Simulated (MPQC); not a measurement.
# C2HS (SMILES [CH]=C=S) at 3 levels

Aim: a comparison of 3 runs (UHF/STO-3G, UHF/6-31G*, UHF/def2-SVP) of C2HS. 

The results are computed with MPQC 2.3.1.

5 further runs of the same task are left out: 5 that didn't finish.

### 1 The molecule

C2HS: 4 atoms, total charge 0, spin state doublet. As SMILES, `[CH]=C=S`. Geometry: relaxed at GFN2-xTB.

Bond lengths: C1–C2 1.217 Å, C2–S3 1.627 Å, C1–H4 1.049 Å. Angles: C1–C2–S3 179.6°, C2–C1–H4 178.1°.

### 2 Energy and gradient at UHF/STO-3G (run 1)

The input, mol.in:

```
% C2HS
molecule<Molecule>: (
   symmetry = c1
   unit = angstrom
   { atoms geometry } = {
      C  [ -0.332660     0.586060    -0.336580 ]
      C  [ 0.202990    -0.370140     0.193190 ]
      S  [ 0.912210    -1.646090     0.911530 ]
      H  [ -0.782530     1.430180    -0.768140 ]
   }
)
basis<GaussianBasisSet>: (
   name = "STO-3G"
   molecule = $:molecule
   basisdir = "."
   puream = yes
)
mpqc: (
   checkpoint = no
   savestate = no
   restart = no
   do_energy = yes
   do_gradient = yes
   optimize = no
   mole<UHF>: (
      molecule = $:molecule
      basis = $:basis
      total_charge = 0
      multiplicity = 2
      memory = 1000000000
      print_evals = yes
      print_npa = yes
      maxiter = 120
      value_accuracy = 1e-08
      guess_wavefunction<UHF>: (
         molecule = $:molecule
         total_charge = 0
         multiplicity = 2
         memory = 1000000000
         value_accuracy = 1e-3
         basis<GaussianBasisSet>: (
            name = "MINI (Huzinaga)"
            molecule = $:molecule
         )
      )
   )
)
```

The basis set STO-3G is read from a file made from the Basis Set Exchange's data (not shown).

Run with:

```bash
$ mpqc mol.in > mol.out
```

The log of the run:

```text
MPQC: Massively Parallel Quantum Chemistry
[...]
  <S^2>      = 1.034468
  total scf energy = -468.4606335034
[...]
Value of the MolecularEnergy: -468.4606335034
  Gradient of the MolecularEnergy:
      1   -0.0186012230
      2    0.0320775651
      3   -0.0185519314
      4    0.0241045440
      5   -0.0424655535
      6    0.0236162972
      7   -0.0127546271
      8    0.0229904067
      9   -0.0125130457
     10    0.0072513061
     11   -0.0126024183
     12    0.0074486799
[...]
      symmetry = c1
[...]
      nbasis = 20
[...]
    nalpha = 15
    nbeta = 14
[...]
```

Wall time 0.28 s (1 thread of AMD EPYC 7B13 (Zen 3), shared host).

### 3 Energy and forces at UHF/6-31G(d) (spherical functions) (run 2)

The input, mol.in:

```
% C2HS
molecule<Molecule>: (
  symmetry = c1
  unit = angstrom
  { atoms geometry } = {
    C  [ -0.332660       0.586060      -0.336580 ]
    C  [ 0.202990      -0.370140       0.193190 ]
    S  [ 0.912210      -1.646090       0.911530 ]
    H  [ -0.782530       1.430180      -0.768140 ]
  }
)
basis<GaussianBasisSet>: (
  name = "6-31G*"
  molecule = $:molecule
  basisdir = "."
  puream = yes
)
mpqc: (
  checkpoint = no
  savestate = no
  restart = no
  do_energy = yes
  do_gradient = yes
  optimize = no
  mole<UHF>: (
    molecule = $:molecule
    basis = $:basis
    total_charge = 0
    multiplicity = 2
    memory = 1000000000
    print_evals = yes
    print_npa = yes
    maxiter = 120
    value_accuracy = 1e-08
    guess_wavefunction<ExtendedHuckelWfn>: (
      molecule = $:molecule
      total_charge = 0
      multiplicity = 2
      basis<GaussianBasisSet>: (
        name = "STO-3G"
        molecule = $:molecule
      )
    )
  )
)
```

The basis set 6-31G* is read from a file made from the Basis Set Exchange's data (not shown).

Run with:

```bash
$ mpqc mol.in > mol.out
```

The log of the run:

```text
MPQC: Massively Parallel Quantum Chemistry
[...]
  USCF::init: total charge = 0
[...]
  iter     1 energy = -419.8012001097 delta = 1.72254e-01
[...]
  <S^2>      = 0.917611
  total scf energy = -473.7421118399
[...]
Value of the MolecularEnergy: -473.7421118399
  Gradient of the MolecularEnergy:
      1   -0.0031037889
      2    0.0040961477
      3   -0.0032961867
      4    0.0020821813
      5   -0.0029192146
      6    0.0015094551
      7   -0.0020651270
      8    0.0036932952
      9   -0.0016580924
     10    0.0030867346
     11   -0.0048702283
     12    0.0034448241
[...]
      symmetry = c1
[...]
      nbasis = 48
[...]
    nalpha = 15
    nbeta = 14
[...]
```

Wall time 5.4 s (1 thread of AMD EPYC 7B13 (Zen 3), shared host); peak memory 0.22 GiB.

### 4 Energy and gradient at UHF/def2-SVP (run 3)

The input, run.in:

```
molecule<Molecule>: (
  symmetry = c1
  unit = bohr
  { atoms geometry } = {
    C  [ -0.62863629   1.10749289  -0.63604402 ]
    C  [ 0.38359551  -0.69946323   0.36507619 ]
    S  [ 1.72382707  -3.11065928   1.72254205 ]
    H  [ -1.47876738   2.70264851  -1.45157423 ]
  }
)
basis<GaussianBasisSet>: (
  name = "def2-SVP"
  molecule = $:molecule
  basisdir = "."
  puream = yes
)
mpqc: (
  checkpoint = no
  savestate = no
  restart = no
  do_energy = yes
  do_gradient = yes
  optimize = no
  mole<UHF>: (
    molecule = $:molecule
    basis = $:basis
    total_charge = 0
    multiplicity = 2
    memory = 1000000000
    print_evals = yes
    print_npa = yes
    maxiter = 120
    value_accuracy = 1e-08
    guess_wavefunction<UHF>: (
      molecule = $:molecule
      total_charge = 0
      multiplicity = 2
      memory = 1000000000
      value_accuracy = 1e-3
      basis<GaussianBasisSet>: (
        name = "STO-3G"
        molecule = $:molecule
      )
    )
  )
)
```

The basis set def2-SVP is read from a file made from the Basis Set Exchange's data (not shown).

Run with:

```bash
$ mpqc run.in > run.out
```

The log of the run:

```text
MPQC: Massively Parallel Quantum Chemistry
[...]
  <S^2>      = 0.907929
  total scf energy = -473.5774624336
[...]
Value of the MolecularEnergy: -473.5774624336
  Gradient of the MolecularEnergy:
      1   -0.0033593806
      2    0.0044134707
      3   -0.0034766614
      4   -0.0000908497
      5    0.0013034411
      6   -0.0006441313
      7   -0.0029436246
      8    0.0051838876
      9   -0.0025262091
     10    0.0063938549
     11   -0.0109007994
     12    0.0066470018
[...]
      symmetry = c1
[...]
      nbasis = 51
[...]
    nalpha = 15
    nbeta = 14
[...]
```

It took 8.1 s on 1 thread of AMD EPYC 7B13 (Zen 3), shared host; peak memory 0.41 GiB.

### 5 All runs side by side

| run | level | starting guess | energy (Eh) | ⟨S²⟩ | largest force (eV/Å) | wall time |
| --- | --- | --- | --- | --- | --- | --- |
| 1 | UHF/STO-3G | MINI (Huzinaga) | -468.460634 | 1.034 | 2.789 | 0.28 s |
| 2 | UHF/6-31G* (spherical functions) | huckel STO-3G | -473.742112 | 0.918 | 0.345 | 5.4 s |
| 3 | UHF/def2-SVP | STO-3G | -473.577462 | 0.908 | 0.734 | 8.1 s |

### 6 Summary of results

```
                       quantity          value
            run 3: total energy  -473.57746 Eh
                    run 3: ⟨S²⟩          0.908
run 3: largest force on an atom     0.734 eV/Å
```

In words: In run 1 the basis is minimal, so the values are rough. Spin contamination of the reference: run 1 ⟨S²⟩ = 1.03, run 2 ⟨S²⟩ = 0.92, run 3 ⟨S²⟩ = 0.91. All runs together took 14 s, the longest 8.1 s.
